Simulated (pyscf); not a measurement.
**Four-centre exchange: H₃C–CH₂–O–SiH₃ (SMILES CCO[SiH3]) + H₂O (SMILES O) -> H₃C–CH₂–OH (SMILES CCO) + HO–SiH₃ (SMILES O[SiH3])**

Gas phase, singlet surface, charge 0. Bonds broken: C2–O3, O13–H14. Bonds formed: C2–O13, O3–H14. PySCF, gas phase, ωB97X-D3(BJ)/def2-SVP geometries.

Transition state (Å):

```xyz
15

C      1.2115    -0.0539     0.3781
C      0.5119     1.2479     0.2731
O     -1.6875     0.9343     0.0377
Si    -2.3123    -0.3600     0.8035
H      0.5252    -0.8748     0.6294
H      1.9052     0.0466     1.2348
H      1.7960    -0.3013    -0.5172
H      1.0279     2.0614    -0.2362
H     -0.0840     1.5598     1.1274
H     -2.1290    -1.6487     0.0411
H     -3.7731    -0.2313     1.1001
H     -1.6158    -0.5816     2.1248
O     -0.1435     1.1116    -1.7453
H     -1.0303     1.0643    -1.1956
H     -0.0128     0.2003    -2.0415
```

One imaginary mode, 701i cm⁻¹; descent along it reached the two sides named, in the forms told below.

| bond | change | reactant side (Å) | saddle | product side |
|---|---|---|---|---|
| C2–O3 | breaks | 1.426 | 2.234 | 3.5 |
| O13–H14 | breaks | 0.971 | 1.044 | 1.829 |
| C2–O13 | forms | 3.4 | 2.127 | 1.424 |
| O3–H14 | forms | 1.941 | 1.403 | 0.974 |

Electronic energies relative to the separated reactants (kcal/mol):

```csv
level,barrier,reaction energy,reverse barrier
ωB97X-D3(BJ)/def2-TZVP,69.3,+0.7,68.6
PBE/def2-TZVP,56.8,-1.1,57.9
r²SCAN/def2-TZVP,59.7,-0.5,60.2
B3LYP-D3(BJ)/def2-TZVP,61.7,+0.4,61.3
PBE0-D3(BJ)/def2-TZVP,65.6,0.0,65.6
M06-2X/def2-TZVP,71.6,+0.1,71.5
ωB97M-D3(BJ)/def2-TZVP,66.7,-0.1,66.7
HF/def2-TZVP,86.3,-1.3,87.6
```

With ωB97M-D3(BJ)/def2-TZVP energies and thermal terms (ideal gas, 1 atm, RRHO with modes under 100 cm⁻¹ raised to 100, one conformer, R ln 2 for chiral ones without a mode under 150 cm⁻¹), in kcal/mol:

```json
[
 {"T (K)": "298", "ΔH‡": "65.2", "ΔG‡": "75.3", "ΔH": "+0.1", "ΔG": "-1.3"},
 {"T (K)": "600", "ΔH‡": "65.7", "ΔG‡": "85.4", "ΔH": "-0.1", "ΔG": "-2.7"},
 {"T (K)": "900", "ΔH‡": "66.4", "ΔG‡": "95.1", "ΔH": "-0.1", "ΔG": "-4.0"},
 {"T (K)": "1200", "ΔH‡": "67.2", "ΔG‡": "104.6", "ΔH": "-0.1", "ΔG": "-5.3"}
]
```

On the reactant side the descent ends in a complex, 5.3 kcal/mol under the separated species and 74.6 kcal/mol under the saddle at ωB97X-D3(BJ)/def2-TZVP. On the product side the descent ends in a bound adduct (not fully relaxed), 8.0 kcal/mol under the separated species and 76.7 kcal/mol under the saddle at ωB97X-D3(BJ)/def2-TZVP. H₃C–CH₂–O–SiH₃ lies 18.1 kcal/mol over its isomer H₃C–CH₂–SiH₂–OH (electronic energy, ωB97M-D3(BJ)/def2-TZVP). This is the saddle that the search found; another between the same sides may lie lower.
